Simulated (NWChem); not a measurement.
The numbers come from NWChem runs, not from measurements. System: acetone (C3H6O), charge 0, spin multiplicity 1, at a geometry optimised with PBE0/def2-SVP. Level: TD-PBE/6-31+G* (spherical d).

Input file:

```
start mol
memory heap 200 mb stack 900 mb global 1100 mb
geometry units angstroms nocenter noautoz
  C     -1.279240    -0.116458    -0.610725
  C      0.000000     0.000000     0.185097
  C      1.279240     0.116458    -0.610725
  O      0.000000     0.000000     1.392075
  H     -1.242366    -0.994701    -1.274938
  H     -1.411423     0.766179    -1.256886
  H     -2.133020    -0.204660     0.072587
  H      2.133020     0.204660     0.072587
  H      1.411423    -0.766179    -1.256886
  H      1.242366     0.994701    -1.274938
  symmetry group C2
end
basis spherical
  * library 6-31+g*
end
dft
  xc xpbe96 cpbe96
  semidirect memsize 60000000 filesize 0
  iterations 100
end
tddft
  rpa
  nroots 8
  notriplet
  thresh 1e-4
end
task tddft energy
```

Part of the output:

```
             Northwest Computational Chemistry Package (NWChem) 7.3.0
             --------------------------------------------------------

                                NWChem Input Module
                                -------------------

 Scaling coordinates for geometry "geometry" by  1.889725989
 (inverse scale =  0.529177249)

 Turning off AUTOSYM since
 SYMMETRY directive was detected!

                             Geometry "geometry" -> ""
                             -------------------------

 Output coordinates in angstroms (scale by  1.889725989 to convert to a.u.)

  No.       Tag          Charge          X              Y              Z
 ---- ---------------- ---------- -------------- -------------- --------------
    1 C                    6.0000    -1.27924000    -0.11645800    -0.61072500
    2 C                    6.0000     0.00000000     0.00000000     0.18509700
    3 C                    6.0000     1.27924000     0.11645800    -0.61072500
    4 O                    8.0000     0.00000000     0.00000000     1.39207500
    5 H                    1.0000    -1.24236600    -0.99470100    -1.27493800
    6 H                    1.0000    -1.41142300     0.76617900    -1.25688600
    7 H                    1.0000    -2.13302000    -0.20466000     0.07258700
    8 H                    1.0000     2.13302000     0.20466000     0.07258700
    9 H                    1.0000     1.41142300    -0.76617900    -1.25688600
   10 H                    1.0000     1.24236600     0.99470100    -1.27493800

 Effective nuclear repulsion energy (a.u.)     119.4778323663

            Nuclear Dipole moment (a.u.)
            ----------------------------
        X                 Y               Z
 ---------------- ---------------- ----------------
     0.0000000000     0.0000000000     0.0000151178

      Symmetry information
      --------------------

 Group name             C2
 Group number              4
 Group order               2
 No. of unique centers     6

      Symmetry unique atoms

     1    2    4    5    6    7


 Summary of "ao basis" -> "" (spherical)
 ------------------------------------------------------------------------------
       Tag                 Description            Shells   Functions and Types
 ---------------- ------------------------------  ------  ---------------------
 *                          6-31+g*                   on all atoms

  pbe96 is a nonlocal functional; adding pw91lda local functional.

                                 NWChem DFT Module
                                 -----------------

 Summary of "ao basis" -> "ao basis" (spherical)
 ------------------------------------------------------------------------------
       Tag                 Description            Shells   Functions and Types
 ---------------- ------------------------------  ------  ---------------------
 C                          6-31+g*                  8       18   4s3p1d
 O                          6-31+g*                  8       18   4s3p1d
 H                          6-31+g*                  2        2   2s

 Summary of "ao basis" -> "ao basis" (spherical)
 ------------------------------------------------------------------------------
       Tag                 Description            Shells   Functions and Types
 ---------------- ------------------------------  ------  ---------------------
 C                          6-31+g*                  8       18   4s3p1d
 O                          6-31+g*                  8       18   4s3p1d
 H                          6-31+g*                  2        2   2s

      Symmetry analysis of basis
      --------------------------

        a          44
        b          40

            General Information
            -------------------
          SCF calculation type: DFT
          Wavefunction type:  closed shell.
          No. of atoms     :    10
          No. of electrons :    32
           Alpha electrons :    16
            Beta electrons :    16
          Charge           :     0
          Spin multiplicity:     1
          Use of symmetry is: off; symmetry adaption is: on
          Maximum number of iterations: 100
          AO basis - number of functions:    84
                     number of shells:    44
          Convergence on energy requested:  1.00D-06
          Convergence on density requested:  1.00D-05
          Convergence on gradient requested:  5.00D-04

              XC Information
              --------------
          PerdewBurkeErnzerhof Exchange Functional  1.000
            Perdew 1991 LDA Correlation Functional  1.000 local
           PerdewBurkeErnz. Correlation Functional  1.000 non-local

             Grid Information
             ----------------
          Grid used for XC integration:  medium
          Radial quadrature: Mura-Knowles
          Angular quadrature: Lebedev.
          Tag              B.-S. Rad. Rad. Pts. Rad. Cut. Ang. Pts.
          ---              ---------- --------- --------- ---------
          C                   0.70       49          12.0       434
          O                   0.60       49          11.0       434
          H                   0.35       45          11.0       434
          Grid pruning is: on
          Number of quadrature shells:   466
          Spatial weights used:  Erf1

          Convergence Information
          -----------------------
          Convergence aids based upon iterative change in
          total energy or number of iterations.
          Levelshifting, if invoked, occurs when the
          HOMO/LUMO gap drops below (HL_TOL):  1.00D-02
          DIIS, if invoked, will attempt to extrapolate
[...]
--------------------------------------------------------
  No. Spin  Occ  Vir  Irrep   E(Occ)    E(Vir)   E(Diff)
--------------------------------------------------------
    1    1   16   17 a        -0.207    -0.058     4.068
    2    1   16   18 b        -0.207    -0.011     5.330
    3    1   16   19 a        -0.207     0.019     6.155
    4    1   16   20 a        -0.207     0.035     6.596
    5    1   16   21 b        -0.207     0.038     6.684
    6    1   16   22 b        -0.207     0.044     6.831
    7    1   15   17 a        -0.319    -0.058     7.097
    8    1   16   23 a        -0.207     0.060     7.264
--------------------------------------------------------

  Entering Davidson iterations
  Restricted singlet excited states

  Iter   NTrls   NConv    DeltaV     DeltaE      Time
  ----  ------  ------  ---------  ---------  ---------
    1      8       0     0.54E+00   0.10+100        4.4
    2     16       0     0.32E+00   0.24E-01        4.5
    3     32       0     0.38E-01   0.94E-01        7.4
    4     48       0     0.40E-02   0.30E-02        7.1
    5     64       1     0.17E-02   0.89E-05        7.0
    6     78       3     0.22E-01   0.45E-02        6.5
    7     88       4     0.66E-02   0.37E-03        3.8
    8     96       6     0.16E-02   0.46E-04        2.9
    9    100       7     0.72E-03   0.12E-05        1.9
   10    102       7     0.31E-03   0.25E-06        1.4
   11    104       7     0.16E-03   0.33E-07        1.4
   12    106       8     0.91E-04   0.73E-08        1.4
  ----  ------  ------  ---------  ---------  ---------
  Convergence criterion met

  Ground state a        -192.914745786101 a.u.

  ----------------------------------------------------------------------------
  Root   1 singlet a              0.158346229 a.u.                4.3088 eV
  ----------------------------------------------------------------------------
     Transition Moments    X  0.00000   Y  0.00000   Z  0.00013
     Transition Moments   XX  0.15488  XY -0.82671  XZ  0.00000
     Transition Moments   YY -0.14770  YZ  0.00000  ZZ -0.00429
     Dipole Oscillator Strength                    0.0000000019
     Electric Quadrupole                           0.0000000149
     Magnetic Dipole                               0.0000020065
     Total Oscillator Strength                     0.0000020233

          sigma_e =   1.5952 Angstrom
          sigma_h =   1.3796 Angstrom
         |d_h->e| =   0.5877 Angstrom
            d_exc =   2.1920 Angstrom
            d_CD1 =   0.8033 Angstrom
            d_CD2 =  -0.8997 Angstrom
            d_CD3 =   2.7797 Angstrom
     Pearson C.C. =  -0.0026

     Occ.   16  b   ---  Virt.   17  b   -1.00005 X
  ----------------------------------------------------------------------------
  Root   2 singlet b              0.196569076 a.u.                5.3489 eV
  ----------------------------------------------------------------------------
     Transition Moments    X -0.54543   Y -0.04838   Z -0.00000
     Transition Moments   XX -0.00000  XY -0.00000  XZ  0.82085
     Transition Moments   YY -0.00000  YZ  0.07386  ZZ -0.00000
     Dipole Oscillator Strength                    0.0392924070
     Electric Quadrupole                           0.0000000275
     Magnetic Dipole                               0.0000002914
     Total Oscillator Strength                     0.0392927258

          sigma_e =   3.0397 Angstrom
          sigma_h =   1.3785 Angstrom
         |d_h->e| =   2.1278 Angstrom
            d_exc =   3.9579 Angstrom
            d_CD1 =   3.7890 Angstrom
            d_CD2 =  -0.0813 Angstrom
            d_CD3 =   6.0858 Angstrom
     Pearson C.C. =   0.0003

     Occ.   16  b   ---  Virt.   18  a    0.99967 X
  ----------------------------------------------------------------------------
  Root   3 singlet a              0.228920592 a.u.                6.2292 eV
  ----------------------------------------------------------------------------
     Transition Moments    X -0.00000   Y  0.00000   Z -0.25022
     Transition Moments   XX  2.93449  XY  0.22534  XZ  0.00000
     Transition Moments   YY  0.44728  YZ  0.00000  ZZ  1.08249
     Dipole Oscillator Strength                    0.0095548005
     Electric Quadrupole                           0.0000001099
     Magnetic Dipole                               0.0000000000
     Total Oscillator Strength                     0.0095549105

          sigma_e =   3.7885 Angstrom
          sigma_h =   1.3852 Angstrom
         |d_h->e| =   1.9991 Angstrom
            d_exc =   4.5099 Angstrom
            d_CD1 =   4.4024 Angstrom
            d_CD2 =  -0.5878 Angstrom
            d_CD3 =   6.5090 Angstrom
     Pearson C.C. =  -0.0068

     Occ.   15  b   ---  Virt.   17  b    0.10496 X
     Occ.   16  b   ---  Virt.   19  b   -0.99272 X
  ----------------------------------------------------------------------------
  Root   4 singlet a              0.242454811 a.u.                6.5975 eV
  ----------------------------------------------------------------------------
     Transition Moments    X -0.00000   Y  0.00000   Z -0.00000
     Transition Moments   XX  0.18991  XY -1.02788  XZ  0.00000
     Transition Moments   YY -0.18099  YZ -0.00000  ZZ -0.00262
     Dipole Oscillator Strength                    0.0000000000
     Electric Quadrupole                           0.0000000828
     Magnetic Dipole                               0.0000000124
     Total Oscillator Strength                     0.0000000952

          sigma_e =   3.2404 Angstrom
          sigma_h =   1.3845 Angstrom
         |d_h->e| =   1.6907 Angstrom
            d_exc =   3.9095 Angstrom
            d_CD1 =   3.5466 Angstrom
            d_CD2 =  -0.6217 Angstrom
            d_CD3 =   5.6002 Angstrom
     Pearson C.C. =  -0.0010

     Occ.   16  b   ---  Virt.   20  b    0.99970 X
  ----------------------------------------------------------------------------
  Root   5 singlet b              0.245584278 a.u.                6.6827 eV
  ----------------------------------------------------------------------------
     Transition Moments    X  0.06770   Y  0.00480   Z  0.00000
     Transition Moments   XX  0.00000  XY  0.00000  XZ  2.31398
     Transition Moments   YY -0.00000  YZ  0.21237  ZZ  0.00000
     Dipole Oscillator Strength                    0.0007542491
     Electric Quadrupole                           0.0000004259
     Magnetic Dipole                               0.0000002135
     Total Oscillator Strength                     0.0007548885

          sigma_e =   3.5263 Angstrom
          sigma_h =   1.3830 Angstrom
         |d_h->e| =   1.1669 Angstrom
            d_exc =   3.9637 Angstrom
            d_CD1 =   3.3102 Angstrom
            d_CD2 =  -1.2877 Angstrom
            d_CD3 =   5.1306 Angstrom
     Pearson C.C. =  -0.0001

     Occ.   16  b   ---  Virt.   21  a    0.99605 X
     Occ.   16  b   ---  Virt.   22  a    0.08292 X
  ----------------------------------------------------------------------------
  Root   6 singlet b              0.251855685 a.u.                6.8533 eV
  ----------------------------------------------------------------------------
     Transition Moments    X -0.57479   Y -0.05217   Z -0.00000
     Transition Moments   XX  0.00000  XY -0.00000  XZ  0.90958
     Transition Moments   YY  0.00000  YZ  0.08111  ZZ  0.00000
     Dipole Oscillator Strength                    0.0559286945
     Electric Quadrupole                           0.0000000709
     Magnetic Dipole                               0.0000002471
     Total Oscillator Strength                     0.0559290125

          sigma_e =   3.5563 Angstrom
          sigma_h =   1.3788 Angstrom
         |d_h->e| =   2.0060 Angstrom
            d_exc =   4.3080 Angstrom
            d_CD1 =   4.1835 Angstrom
            d_CD2 =  -0.4616 Angstrom
            d_CD3 =   6.3140 Angstrom
     Pearson C.C. =   0.0014

     Occ.   16  b   ---  Virt.   21  a   -0.08269 X
     Occ.   16  b   ---  Virt.   22  a    0.99476 X
  ----------------------------------------------------------------------------
  Root   7 singlet a              0.267126596 a.u.                7.2689 eV
  ----------------------------------------------------------------------------
     Transition Moments    X  0.00000   Y  0.00000   Z  0.58109
     Transition Moments   XX  0.26083  XY  0.01080  XZ  0.00000
     Transition Moments   YY  0.11580  YZ  0.00000  ZZ -0.60736
     Dipole Oscillator Strength                    0.0601338232
     Electric Quadrupole                           0.0000000220
     Magnetic Dipole                               0.0000000000
     Total Oscillator Strength                     0.0601338452

          sigma_e =   3.6379 Angstrom
          sigma_h =   1.3841 Angstrom
         |d_h->e| =   1.2235 Angstrom
            d_exc =   4.0783 Angstrom
            d_CD1 =   3.4772 Angstrom
            d_CD2 =  -1.2876 Angstrom
            d_CD3 =   5.3018 Angstrom
     Pearson C.C. =   0.0014

     Occ.   16  b   ---  Virt.   23  b   -0.99857 X
  ----------------------------------------------------------------------------
  Root   8 singlet b              0.276243412 a.u.                7.5170 eV
  ----------------------------------------------------------------------------
     Transition Moments    X -0.03017   Y  0.34860   Z -0.00000
     Transition Moments   XX  0.00000  XY  0.00000  XZ  0.04112
     Transition Moments   YY -0.00000  YZ -0.24193  ZZ -0.00000
     Dipole Oscillator Strength                    0.0225476016
     Electric Quadrupole                           0.0000000068
     Magnetic Dipole                               0.0000000368
     Total Oscillator Strength                     0.0225476452

          sigma_e =   3.6498 Angstrom
          sigma_h =   1.3846 Angstrom
         |d_h->e| =   1.4105 Angstrom
            d_exc =   4.1517 Angstrom
            d_CD1 =   3.6756 Angstrom
            d_CD2 =  -1.1067 Angstrom
            d_CD3 =   5.5622 Angstrom
     Pearson C.C. =  -0.0009

     Occ.   16  b   ---  Virt.   24  a    0.99949 X

              Target root =      1
          Target symmetry = none
      Ground state energy =   -192.914745786101
        Excitation energy =      0.158346229053
     Excited state energy =   -192.756399557048

  stored tddft:energy   -192.75639955704824

 Task  times  cpu:       57.4s     wall:       57.4s

 Total times  cpu:       57.4s     wall:       57.4s
```
